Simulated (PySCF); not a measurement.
Working with the constants of LiB

UHF-CCSD(T) constants of LiB, ³Π (triplet), unpaired electrons σ ↑, π ↑ (Li pcseg-1, B pcseg-1; no relativity (PySCF 2.14); masses 7.0160 and 11.0093 u):

* ωe: 521.5 cm⁻¹
* ωexe: 6.89 cm⁻¹
* Be: 0.84162 cm⁻¹
* αe: 0.0145 cm⁻¹
* De to Li + B: 0.86 eV

(1) What force constant and bond length do these constants imply?

(2) Estimate the centrifugal constant D from the Kratzer relation and find the Dunham coefficient a1.

Correlated steps freeze 1 core orbital. Correlated levels converge slowly with the basis: in double zeta they bind strong bonds too weakly, by up to about 1 eV, and carry superposition errors of some tenths. The state is the lowest determinant that a PBE0 search found; another state may lie lower at other levels.

Answers

(1) Reduced mass μred = 4.2852 u; k = 5.8918×10⁻⁷·μred·ωe² (u, cm⁻¹, mdyn/Å) = 0.687 mdyn/Å; Re = √(16.8576/(μred·Be)) (u, cm⁻¹, Å) = 2.162 Å.

(2) D = 4Be³/ωe² = 8.77e-06 cm⁻¹; a1 = −1 − αeωe/(6Be²) = -2.78.
